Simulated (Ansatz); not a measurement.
A made-up structure of CHBN, doublet:

```
4
angstrom
B 0.7864 0.1583 0.2281
C -1.7221 0.3221 -0.5657
N -0.6227 0.1937 -0.2122
H 1.5585 -0.6741 0.5497
```

It is relaxed with PBE-D4/def2-SVP and then PBE0-D4/def2-TZVP (Ansatz 0.2.0). Atoms count as bonded within 1.22 times the sum of their covalent radii (H–H: 0.88 Å). The end point is not checked to be a true minimum.

(1) Does its bonding change? (Judge from chemistry; the calculation decides.)

Results:

(1) Computed: No: no bond forms or breaks.

Where it ends: The first stage lowers the energy by 0.26 eV in 6 steps. It ends as CHBN ([BH][N][C]):
B1  (0.765, 0.214, 0.216)
C2  (-1.680, 0.287, -0.549)
N3  (-0.554, 0.189, -0.191)
H4  (1.470, -0.689, 0.524)
(Å)

Labels in which every atom is bracketed show which atoms are joined, not bond orders.

For scale, one of the runs: PBE0-D4/def2-TZVP relaxation, 99 basis functions, launched by `ansatz run in.yaml --threads 2 --pin off --events-out ev --progress --plain --max-ram 4352MiB`. Hardware: 2 CPU threads of an Arm Neoverse V2, shared host. Wall time about 7 s.
